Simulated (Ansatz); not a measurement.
Geometry optimisation, RKS PBE-D4/6-31G* (Ansatz 0.2.0).

input.yaml

```yaml
crystal:
  periodic: [false, false, false]
  atoms:
    - { symbol: Al, position_ang: [0.067905, -0.259636, 0.136357] }
    - { symbol: "N", position_ang: [0.03846, -0.188819, 2.016495] }
    - { symbol: H, position_ang: [-0.788457, -0.375262, 2.579052] }
    - { symbol: H, position_ang: [0.874326, -0.199156, 2.598409] }
    - { symbol: H, position_ang: [1.517646, -0.262029, -0.52464] }
    - { symbol: H, position_ang: [-1.338391, -0.456863, -0.59411] }
    - { symbol: O, position_ang: [-0.379215, 2.600937, 0.770991] }
    - { symbol: H, position_ang: [-1.351841, 2.619459, 0.676681] }
    - { symbol: H, position_ang: [-0.266632, 1.99787, 1.560666] }
basis:
  gaussian: { orbitals: "6-31G*" }
hamiltonian:
  xc: pbe
  dispersion: d4
relax:
  f_tol: 0.03
  max_steps: 50
```

Command:

```bash
$ ansatz run input.yaml --threads 1 --pin off --max-ram 2048MiB --backend cpu --events-out ev --progress --plain --runs-dir out
```

Question: Where does it end, and by what steps?

Answer: It converged. After 9 steps the energy has fallen by 0.614 eV; O7 moved furthest, 0.53 Å. Joined: Al1–O7 (2.96 → 2.02 Å).

```tsv
step	energy less start (eV)	largest force component (eV/Å)	accepted
0	0.0000	1.324	yes
1	-0.1905	0.855	yes
2	-0.4245	1.214	yes
3	-0.5478	0.951	yes
4	-0.5784	0.723	yes
5	-0.6081	0.141	yes
6	-0.6122	0.056	yes
7	-0.6131	0.065	yes
8	-0.6136	0.058	yes
9	-0.6139	0.012	yes
```

```xyz
9
Properties=species:S:1:pos:R:3
Al -0.007 0.148 0.203
N -0.010 0.051 2.094
H -0.776 -0.436 2.567
H 0.856 -0.167 2.595
H 1.417 -0.003 -0.515
H -1.405 -0.287 -0.471
O -0.263 2.098 0.656
H -1.172 2.416 0.474
H -0.265 1.657 1.618
```

Whether the end is a true minimum wasn't checked by a vibrational analysis.

The run took 18 s on 1 thread of Arm Neoverse V2, with other jobs on the host, peak memory 0.13 GiB.
